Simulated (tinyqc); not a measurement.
Inside a calculation. Method: coupled-perturbed Hartree-Fock on RHF in the sto-6g basis, for LiH, spin multiplicity 1. Computed by tinyqc, a small Python program that keeps every step (integrals from PySCF). Settings: charge = 0, multiplicity = 1, basis = sto-6g, method = RHF, energy threshold = 1e-10, iteration cap = 71, orthogonalisation = canonical, start = core, DIIS depth = 6. Command: `OMP_NUM_THREADS=1 python tinyqc.py 31064 31065 out.jsonl` (the two numbers bound the seeds that draw the settings). One thread of a shared host (Intel(R) Xeon(R) Processor @ 2.60GHz), about 0.2 s of CPU time with the checks. The early iterations of the SCF are left out here.

## One-electron integrals

Geometry (angstrom):
```
atom         x         y         z
Li    0.000000  0.000000  0.000000
H     0.000000  0.000000  1.789000
```

Basis sto-6g: exponents (1/bohr^2) and contraction coefficients of normalised primitives:
```
element  l (shell)    exponent  coefficient
Li           s (1)  167.175846     0.009164
Li           s (1)   30.651508     0.049361
Li           s (1)    8.575187     0.168538
Li           s (1)    2.945808     0.370563
Li           s (1)    1.143944     0.416492
Li           s (1)    0.471139     0.130334
Li           s (2)    6.597564    -0.013253
Li           s (2)    1.305830    -0.046992
Li           s (2)    0.405851    -0.033785
Li           s (2)    0.156146     0.250242
Li           s (2)    0.067814     0.595117
Li           s (2)    0.031084     0.240706
Li           p (3)    6.597564     0.003760
Li           p (3)    1.305830     0.037679
Li           p (3)    0.405851     0.173897
Li           p (3)    0.156146     0.418036
Li           p (3)    0.067814     0.425860
Li           p (3)    0.031084     0.101708
H            s (1)   35.523221     0.009164
H            s (1)    6.513144     0.049361
H            s (1)    1.822143     0.168538
H            s (1)    0.625955     0.370563
H            s (1)    0.243077     0.416492
H            s (1)    0.100112     0.130334
```

Overlap, kinetic and nuclear-attraction integrals over the contracted functions; the nuclear repulsion is the sum of Za Zb / Rab.

nuclear repulsion = 0.88738493 hartree

overlap S, lower triangle:
```
           1Li 1s    1Li 2s   1Li 2px   1Li 2py   1Li 2pz     2H 1s
1Li 1s   1.000000
1Li 2s   0.235742  1.000000
1Li 2px  0.000000  0.000000  1.000000
1Li 2py  0.000000  0.000000  0.000000  1.000000
1Li 2pz  0.000000  0.000000  0.000000  0.000000  1.000000
2H 1s    0.045544  0.351108  0.000000  0.000000  0.471052  1.000000
```

kinetic energy T (hartree), lower triangle:
```
            1Li 1s    1Li 2s   1Li 2px   1Li 2py   1Li 2pz     2H 1s
1Li 1s    3.616742
1Li 2s   -0.110723  0.106524
1Li 2px   0.000000  0.000000  0.320007
1Li 2py   0.000000  0.000000  0.000000  0.320007
1Li 2pz   0.000000  0.000000  0.000000  0.000000  0.320007
2H 1s    -0.013439  0.030482  0.000000  0.000000  0.098103  0.768522
```

nuclear attraction V (hartree), lower triangle:
```
            1Li 1s     1Li 2s    1Li 2px    1Li 2py    1Li 2pz      2H 1s
1Li 1s   -8.362939
1Li 2s   -0.898084  -1.470735
1Li 2px   0.000000   0.000000  -1.441307
1Li 2py   0.000000   0.000000   0.000000  -1.441307
1Li 2pz  -0.013601  -0.111103   0.000000   0.000000  -1.529418
2H 1s    -0.186495  -0.613843   0.000000   0.000000  -0.837736  -2.125896
```

core Hamiltonian H = T + V (hartree), lower triangle:
```
            1Li 1s     1Li 2s    1Li 2px    1Li 2py    1Li 2pz      2H 1s
1Li 1s   -4.746197
1Li 2s   -1.008807  -1.364211
1Li 2px   0.000000   0.000000  -1.121300
1Li 2py   0.000000   0.000000   0.000000  -1.121300
1Li 2pz  -0.013601  -0.111103   0.000000   0.000000  -1.209410
2H 1s    -0.199934  -0.583361   0.000000   0.000000  -0.739633  -1.357374
```

## Two-electron integrals

Functions are numbered as in S; the eight-fold symmetry (ij|kl) = (ji|kl) = (kl|ij) leaves the list below.

Two-electron integrals (ij|kl) in chemists' order, unique and non-zero (hartree):
```
(11|11) 1.681247   (21|11) 0.242603   (21|21) 0.044507   (22|11) 0.397190
(22|21) 0.090279   (22|22) 0.290625   (31|31) 0.009437   (32|31) 0.014261
(32|32) 0.064236   (33|11) 0.397190   (33|21) 0.090279   (33|22) 0.290625
(33|33) 0.313125   (41|41) 0.009437   (42|41) 0.014261   (42|42) 0.064236
(43|43) 0.016875   (44|11) 0.397190   (44|21) 0.090279   (44|22) 0.290625
(44|33) 0.279374   (44|44) 0.313125   (51|51) 0.009437   (52|51) 0.014261
(52|52) 0.064236   (53|53) 0.016875   (54|54) 0.016875   (55|11) 0.397190
(55|21) 0.090279   (55|22) 0.290625   (55|33) 0.279374   (55|44) 0.279374
(55|55) 0.313125   (61|11) 0.046782   (61|21) 0.008411   (61|22) 0.017260
(61|33) 0.017018   (61|44) 0.017018   (61|51) 0.001123   (61|52) 0.002283
(61|55) 0.017744   (61|61) 0.001760   (62|11) 0.123275   (62|21) 0.028453
(62|22) 0.098363   (62|33) 0.093173   (62|44) 0.093173   (62|51) 0.004854
(62|52) 0.029464   (62|55) 0.108742   (62|61) 0.006522   (62|62) 0.056937
(63|31) 0.002267   (63|32) 0.010677   (63|53) 0.004373   (63|63) 0.003801
(64|41) 0.002267   (64|42) 0.010677   (64|54) 0.004373   (64|64) 0.003801
(65|11) 0.155304   (65|21) 0.036188   (65|22) 0.129161   (65|33) 0.120383
(65|44) 0.120383   (65|51) 0.007558   (65|52) 0.045473   (65|55) 0.146717
(65|61) 0.008646   (65|62) 0.081851   (65|65) 0.119129   (66|11) 0.295288
(66|21) 0.069391   (66|22) 0.263272   (66|33) 0.240291   (66|44) 0.240291
(66|51) 0.013146   (66|52) 0.098925   (66|55) 0.309232   (66|61) 0.016735
(66|62) 0.193273   (66|65) 0.287840   (66|66) 0.774999
```

## Orthogonalisation

S = U s U^T; canonical form X = U s^(-1/2), so that X^T S X = 1. Each column of U has its largest component positive (the first on a tie).

eigenvalues of S: 0.403778  0.805581  1.000000  1.000000  1.171944  1.618697

X:
```
                 1          2          3         4          5         6
1Li 1s    0.201529   0.787237   0.000000  0.000000   0.606866  0.180501
1Li 2s   -0.719639  -0.612669   0.000000  0.000000   0.476289  0.370875
1Li 2px   0.000000   0.000000  -0.664580  0.747217   0.000000  0.000000
1Li 2py   0.000000   0.000000   0.747217  0.664580   0.000000  0.000000
1Li 2pz  -0.858576   0.458688   0.000000  0.000000  -0.477279  0.405301
2H 1s     1.086720  -0.189316   0.000000  0.000000  -0.174217  0.532337
```

Within a degenerate level the vectors are fixed only up to a rotation; this is one choice.

## Iteration 7 (converged): orbitals

converged F (hartree), lower triangle:
```
            1Li 1s     1Li 2s   1Li 2px   1Li 2py    1Li 2pz      2H 1s
1Li 1s   -2.391876
1Li 2s   -0.618323  -0.202166
1Li 2px   0.000000   0.000000  0.162067
1Li 2py   0.000000   0.000000  0.000000  0.162067
1Li 2pz   0.013615  -0.089090  0.000000  0.000000   0.018620
2H 1s    -0.121616  -0.239602  0.000000  0.000000  -0.223709  -0.121729
```

Diagonalise F' = X^T F X, C = X C', fill 2 alpha and 2 beta electrons from the bottom; D = 2 C_occ C_occ^T. Each column has its largest component positive (the first on a tie).

F' = X^T F X (hartree), lower triangle:
```
           1          2         3         4          5          6
1   0.471619
2  -0.170049  -0.882798
3   0.000000   0.000000  0.162067
4   0.000000   0.000000  0.000000  0.162067
5  -0.131866  -1.116248  0.000000  0.000000  -1.222759
6  -0.060460  -0.367226  0.000000  0.000000  -0.489705  -0.459265
```

orbital energies (hartree): MO1 -2.393270, MO2 -0.269205, MO3 0.076251, MO4 0.162067, MO5 0.162067, MO6 0.493020

coefficients C:
```
               MO1        MO2        MO3        MO4       MO5        MO6
1Li 1s    0.993991  -0.147590  -0.201733   0.000000  0.000000   0.103562
1Li 2s    0.024005   0.461019   0.798908   0.000000  0.000000  -0.637396
1Li 2px   0.000000   0.000000   0.000000  -0.426193  0.904632   0.000000
1Li 2py   0.000000   0.000000   0.000000   0.904632  0.426193   0.000000
1Li 2pz  -0.005188   0.340943  -0.608333   0.000000  0.000000  -0.923728
2H 1s     0.001237   0.568116  -0.149683   0.000000  0.000000   1.088749
```

D after iteration 7, lower triangle:
```
            1Li 1s    1Li 2s   1Li 2px   1Li 2py   1Li 2pz     2H 1s
1Li 1s    2.019603
1Li 2s   -0.088362  0.426230
1Li 2px   0.000000  0.000000  0.000000
1Li 2py   0.000000  0.000000  0.000000  0.000000
1Li 2pz  -0.110952  0.314113  0.000000  0.000000  0.232537
2H 1s    -0.165238  0.523884  0.000000  0.000000  0.387377  0.645514
```

Within a degenerate level the vectors are fixed only up to a rotation; this is one choice.

## Convergence

Stop when the energy changes by less than 1e-10 hartree and every element of the error matrix X^T (F D S - S D F) X is below 3e-06.

Course of the cycle:
```
iteration  E (hartree)     change  largest element of the error matrix
1          -7.92557076          -                             1.81e-01
2          -7.93979252  -1.42e-02                             2.11e-02
3          -7.94046283  -6.70e-04                             4.84e-03
4          -7.94059619  -1.33e-04                             8.14e-04
5          -7.94060035  -4.16e-06                             2.30e-05
6          -7.94060035  -1.65e-09                             1.55e-06
7          -7.94060035  -6.28e-12                             1.06e-07
```

PySCF RHF in the same basis = -7.94060035 hartree

Converged in 7 iterations.

## Integrals over molecular orbitals

(pq|rs) = sum C_ip C_jq C_kr C_ls (ij|kl), one index at a time.

one-electron integrals over orbitals h = C^T H C (hartree), lower triangle:
```
           1          2          3          4          5          6
1  -4.738642
2   0.099110  -1.426869
3   0.167358   0.023229  -1.119270
4   0.000000   0.000000   0.000000  -1.121300
5   0.000000   0.000000   0.000000   0.000000  -1.121300
6  -0.050253  -0.006822   0.031043   0.000000   0.000000  -0.988860
```

Two-electron integrals over orbitals (pq|rs), unique and non-zero (hartree):
```
(11|11) 1.664900    (21|11) -0.103905   (21|21) 0.011667    (22|11) 0.346070
(22|21) 0.004796    (22|22) 0.477192    (31|11) -0.142952   (31|21) 0.011159
(31|22) -0.013671   (31|31) 0.023073    (32|11) 0.019111    (32|21) -0.002936
(32|22) -0.050292   (32|31) -0.000291   (32|32) 0.014256    (33|11) 0.398739
(33|21) -0.010077   (33|22) 0.217686    (33|31) 0.001356    (33|32) 0.009673
(33|33) 0.336864    (41|41) 0.010048    (42|41) 0.007204    (42|42) 0.022013
(43|41) 0.010283    (43|42) 0.019274    (43|43) 0.041496    (44|11) 0.396961
(44|21) -0.003701   (44|22) 0.260753    (44|31) -0.004756   (44|32) 0.007984
(44|33) 0.281996    (44|44) 0.313125    (51|51) 0.010048    (52|51) 0.007204
(52|52) 0.022013    (53|51) 0.010283    (53|52) 0.019274    (53|53) 0.041496
(54|54) 0.016875    (55|11) 0.396961    (55|21) -0.003701   (55|22) 0.260753
(55|31) -0.004756   (55|32) 0.007984    (55|33) 0.281996    (55|44) 0.279374
(55|55) 0.313125    (61|11) 0.068419    (61|21) -0.010076   (61|22) -0.007510
(61|31) -0.004565   (61|32) 0.002276    (61|33) 0.011591    (61|44) 0.001093
(61|55) 0.001093    (61|61) 0.011022    (62|11) -0.061673   (62|21) 0.003147
(62|22) 0.120093    (62|31) 0.002523    (62|32) -0.036116   (62|33) -0.017548
(62|44) -0.025221   (62|55) -0.025221   (62|61) -0.000019   (62|62) 0.127624
(63|11) 0.015644    (63|21) -0.002588   (63|22) -0.051507   (63|31) 0.004449
(63|32) 0.010447    (63|33) 0.035686    (63|44) 0.003461    (63|55) 0.003461
(63|61) 0.004127    (63|62) -0.032529   (63|63) 0.026067    (64|41) -0.006231
(64|42) -0.019371   (64|43) -0.013550   (64|64) 0.020116    (65|51) -0.006231
(65|52) -0.019371   (65|53) -0.013550   (65|65) 0.020116    (66|11) 0.363068
(66|21) 0.002057    (66|22) 0.447195    (66|31) -0.011219   (66|32) -0.043630
(66|33) 0.239827    (66|44) 0.266011    (66|55) 0.266011    (66|61) -0.004228
(66|62) 0.121989    (66|63) -0.043584   (66|66) 0.446314
```

## Response to a field: uncoupled start

dipole integrals <a|z|i> (bohr):
```
           i1         i2
a3  -0.135126  -0.511447
a4   0.000000   0.000000
a5   0.000000   0.000000
a6  -0.127081   0.864598
```

Field along z; U_ai = -mu_ai / (e_a - e_i), alpha = -4 sum U_ai mu_ai.

uncoupled U:
```
          i1         i2
a3  0.054717   1.480498
a4  0.000000   0.000000
a5  0.000000   0.000000
a6  0.044029  -1.134309
```

uncoupled polarisability = 7.003625 bohr^3

## Coupled step 1

U_ai = -(mu_ai + sum_bj [4 (ai|bj) - (ab|ij) - (aj|bi)] U_bj) / (e_a - e_i); alpha = -4 sum U_ai mu_ai.

U after step 1:
```
          i1         i2
a3  0.061804   2.040860
a4  0.000000   0.000000
a5  0.000000   0.000000
a6  0.044086  -1.120249
```

polarisability = 8.105243 bohr^3

## Coupled step 2

As before.

U after step 2:
```
          i1         i2
a3  0.060602   2.326717
a4  0.000000   0.000000
a5  0.000000   0.000000
a6  0.042395  -1.077371
```

polarisability = 8.540243 bohr^3

## Coupled polarisability

Repeat until U stops changing; compare with -d2E/dF2.

Course of the coupled iterations:
```
step  alpha (bohr^3)
0           7.003625
1           8.105243
2           8.540243
3           8.763341
4           8.881908
5           8.945197
6           8.979001
7           8.997057
8           9.006702
9           9.011854
10          9.014606
11          9.016076
...              ...
19          9.017750
20          9.017756
21          9.017758
22          9.017760
23          9.017761
24          9.017761
25          9.017761
26          9.017761
27          9.017762
28          9.017762
29          9.017762
30          9.017762
```

coupled polarisability = 9.017762 bohr^3

finite-field check, fields of +/-0.001 au = 9.019533 bohr^3
